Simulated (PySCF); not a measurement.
**methanethial: adiabatic energies of losing or gaining an electron at several levels**

Structure: `C=S` (CH2S).

All levels share the PBE0-D3(BJ)/ma-def2-SVP structures and the PBE0-D3(BJ)/ma-def2-SVP thermal terms; only the single-point energies (PySCF) change. Values are adiabatic energies of losing or gaining an electron (0 K, eV).

Measured (NIST Chemistry WebBook): adiabatic ionisation energy 9.36 eV; adiabatic electron affinity 0.47 eV.

```csv
level,ionisation energy to the radical cation,time
HF/jun-cc-pV(T+d)Z,8.01,3.5 s
CCSD(T)/jun-cc-pV(T+d)Z,9.27,12 min
B3LYP-D3(BJ)/ma-def2-TZVP,9.28,–
MP2/jun-cc-pV(T+d)Z,9.53,23 s
```

Times are wall times for all single points of a level on 1 thread of Arm Neoverse V1, a shared host; the dash marks the run that also made the structures.

Hartree-Fock leaves out electron correlation, so its ionisation energies and electron affinities from energy differences mostly come out too low, often by 1 eV or more, where an electron pair is broken or made.

The spread: 1.51 eV, from 8.01 to 9.53.

Differences come from unrounded values, so a last digit can differ from that of the printed terms.
